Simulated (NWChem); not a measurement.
Molecule: C₂H, doublet; SMILES C#[C]

Program: NWChem. Spin-unrestricted. Geometry: optimised at PBE0-D3(BJ)/def2-TZVP, spin-unrestricted. No stability test was run on the SCF state. B3LYP is NWChem's, with the RPA form of VWN correlation. Solvent water, SMD (1 M gas to 1 M solution), gas-phase geometry. Reactions with the solvent are ignored.

Problem. What does the run give for B3LYP/cc-pVDZ? Quantities: solvation free energy (kcal/mol); cavity-dispersion-structure term (kcal/mol); dipole in solution (D).

Solution. 
```
Item                                         Result
-------------------------------------------  ------
solvation free energy (kcal/mol)                2.0
cavity-dispersion-structure term (kcal/mol)     4.9
dipole in solution (D)                         1.04
```
